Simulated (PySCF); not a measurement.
Isomers of C2H3N. Gas-phase values, no solvent. Strings in code marks are SMILES.

The numbers are results of PBE-D3(BJ)/def2-TZVP // PBE0-D3(BJ)/def2-TZVP (PySCF), not measurements. All candidates: neutral, multiplicity 1. 

```json
{
 "HOMO–LUMO gap": "4.54 eV",
 "HOMO": "-5.73 eV",
 "LUMO": "-1.20 eV"
}
```

### Question
Which member has these values?
(A) `[C-]#[N+]C`
(B) `CC#N`
(C) `C#CN`
(D) `C=C=N`

### Answer
D, `C=C=N`. The others give `CC#N`: 7.92 eV, -8.10 eV, -0.19 eV; `[C-]#[N+]C`: 6.66 eV, -7.05 eV, -0.39 eV; `C#CN`: 5.24 eV, -5.27 eV, -0.03 eV
